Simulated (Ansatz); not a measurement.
in.yaml

```yaml
crystal:
  periodic: [false, false, false]
  atoms:
    - {symbol: B, position_ang: [0.000000, 0.000000, -2.147800]}
    - {symbol: Al, position_ang: [0.000000, 0.000000, -0.109600]}
    - {symbol: Si, position_ang: [0.000000, 0.000000, 2.257400]}
basis:
  gaussian: {orbitals: cc-pVDZ, point_charges: [{charge: -1.00, position_ang: [2.750, 0.466, -0.074]}]}
magnetization: {spin_polarized: true, initial_magnetization: 0}
hamiltonian: {pseudopotentials: {relativity: scalar}}
correlation: {method: ccsdt, electrons: outside_noble_gas}
scf: {lower_state_search: off}
```

```sh
$ ansatz run in.yaml --threads 1 --pin off --events-out ev --progress --plain --max-ram 2393MiB
```

The program prints:

```
these checks for a lower state are left out or cut short: stability, starts, cluster_reference, orbital_swaps, neighbouring_geometries, increment
916 factors; integrals over basis functions are off by at most 1.2e-7 eV
mean field evaluation 1: about -15127.3037 eV, gradient 2.0e1 eV
mean field evaluation 2: about -15127.3882 eV, gradient 2.0e1 eV
mean field evaluation 4: about -15130.2221 eV, gradient 1.6e1 eV
mean field evaluation 8: about -15132.6127 eV, gradient 1.6e0 eV
mean field evaluation 16: about -15136.9957 eV, gradient 2.0e-1 eV
mean field -15137.00005710 eV, -556.2744918711 hartree, gradient 6.6e-6 eV, S^2 0.000000; 0 other end points of the search recorded, 0 dependent functions left out
11 core orbitals not correlated: weight in the atoms' cores, before any rotation towards them, 1.000 or more for the frozen orbitals, at most 0.000 for the correlated occupied ones
reference -15137.00005710 eV, -556.2744918711 hartree; 5, 5 occupied and 34, 34 virtual orbitals, 916 factors
second order -4.66937457 eV of doubles, -0.00000000 eV of singles
cycle   1  -5.50663427 eV  change   -8.4e-1 eV  update   1.5e-1
cycle   2  -5.97216545 eV  change   -4.7e-1 eV  update   8.7e-2
cycle   3  -6.49008257 eV  change   -5.2e-1 eV  update   6.9e-2
cycle   4  -6.50174559 eV  change   -1.2e-2 eV  update   3.3e-2
cycle   5  -6.52349710 eV  change   -2.2e-2 eV  update   2.7e-2
...
cycle  36  -6.55314805 eV  change    2.5e-7 eV  update   1.5e-6
cycle  37  -6.55314833 eV  change   -2.8e-7 eV  update   1.5e-6
cycle  38  -6.55314807 eV  change    2.5e-7 eV  update   1.4e-6
cycle  39  -6.55314816 eV  change   -9.0e-8 eV  update   1.2e-6
cycle  40  -6.55314778 eV  change    3.8e-7 eV  update   1.1e-6
cycle  41  -6.55314706 eV  change    7.2e-7 eV  update   8.8e-7
cycle  42  -6.55314615 eV  change    9.1e-7 eV  update   7.8e-7
cycle  43  -6.55314557 eV  change    5.8e-7 eV  update   6.4e-7
cycle  44  -6.55314524 eV  change    3.3e-7 eV  update   5.1e-7
cycle  45  -6.55314511 eV  change    1.3e-7 eV  update   4.7e-7
Total energy: -15143.55320221 eV, -556.5153155122 hartree
Relativity: scalar
Checks for a lower state left out: stability, starts, cluster_reference, orbital_swaps, neighbouring_geometries, increment
```

Ran on 1 thread of AMD EPYC 9R45, shared host: 75 s wall, 0.39 GiB peak host memory.
